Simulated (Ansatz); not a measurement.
## Worked example: correlation energy of AlH2⁺, triplet

Geometry: a point of a bend scan, not a stationary point.

```xyz
3

Al    0.0000    0.0000   -0.0257
H     0.0000    1.6820    0.3441
H     0.0000   -1.6820    0.3441
```

Basis aug-cc-pVTZ; Ansatz 0.2.0. Only valence electrons are correlated (noble-gas cores frozen), which leaves 4 electrons in 91 orbitals. Prefix R: restricted or restricted open-shell reference.

Full CI is exact within this basis and frozen core; it isn't the basis-set limit.

RCCSD has a T1 diagnostic of 0.091 and a largest doubles amplitude of 0.09.

The cluster runs stand on a determinant 0.02 eV above the lowest RHF solution, chosen by a search with trial CCSD; the correlation energy below is counted from it.

Runs differ by some tens of microhartree through their thresholds and, for an open shell, their frozen cores, so steps under 0.03 kcal/mol mean nothing.

```
                                 level  total energy (hartree)
RHF determinant under the cluster runs             -242.621431
                                  RMP2             -242.676723
                                 RCCSD             -242.697421
                              RCCSD(T)             -242.699165
                                RCCSDT             -242.699699
                             RCCSDT(Q)             -242.699720
                               full CI             -242.699725
```

What is the correlation energy at full CI, and what share of it do RMP2 and RCCSD(T) recover?

E(corr) = -242.699725 − (-242.621431) = -0.078294 hartree = -2.130 eV. RMP2: -0.055292 / -0.078294 = 70.62 %. RCCSD(T): -0.077734 / -0.078294 = 99.28 %.

By how many kcal/mol does RCCSD(T) miss full CI (1 hartree = 627.509 kcal/mol), and which steps make up the rest?

-242.699165 − (-242.699725) = 0.000560 hartree = 0.35 kcal/mol. Steps: RCCSDT − RCCSD(T) = -0.34, RCCSDT(Q) − RCCSDT = -0.01, full CI − RCCSDT(Q) = 0.00 kcal/mol. That is within 1 kcal/mol of the reference in this basis, which itself misses far more of the correlation at the basis-set limit.
